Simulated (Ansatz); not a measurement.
A ladder of methods for PF3 (SMILES FP(F)F)

PF3: 4 atoms, total charge 0, spin state singlet. SMILES: `FP(F)F`. The coordinates come from a GFN2-xTB relaxation.

```csv
atom,x (Å),y (Å),z (Å)
P,-0.0046,0.0051,0.6423
F,1.3496,-0.0296,-0.2031
F,-0.6485,1.1803,-0.2282
F,-0.6965,-1.1558,-0.2109
```

Quantity: the energy change with the P1–F2 bond stretched from 1.597 to 3.194 Å, in eV. The values are calculated.

| level | kind | program | value (eV) |
| --- | --- | --- | --- |
| HF/STO-3G (restricted) | Hartree–Fock | Ansatz | 8.60 |
| PBE/STO-3G (restricted) | GGA | Ansatz | 4.59 |
| r2SCAN/STO-3G (restricted) | meta-GGA | Ansatz | 4.95 |
| PBE0/STO-3G (restricted) | global hybrid | Ansatz | 5.66 |
| wB97X/STO-3G (restricted) | range-separated hybrid | Ansatz | 6.35 |
| B2PLYP/STO-3G (restricted) | double hybrid | Ansatz | 4.48 |
| MP2/STO-3G (restricted) | perturbation theory | Ansatz | 3.92 |
| BCCD(T)/STO-3G (restricted) | coupled cluster or CI | Ansatz | 2.61 |
| CCSD/STO-3G (restricted) | coupled cluster or CI | Ansatz | 3.01 |
| CCSDTQ/STO-3G (restricted) | coupled cluster or CI | Ansatz | 2.76 |

The first shape isn't each level's own minimum. The values span 2.61 to 8.60 eV. All rows use very small basis sets, so none should be taken for the real molecule's value.
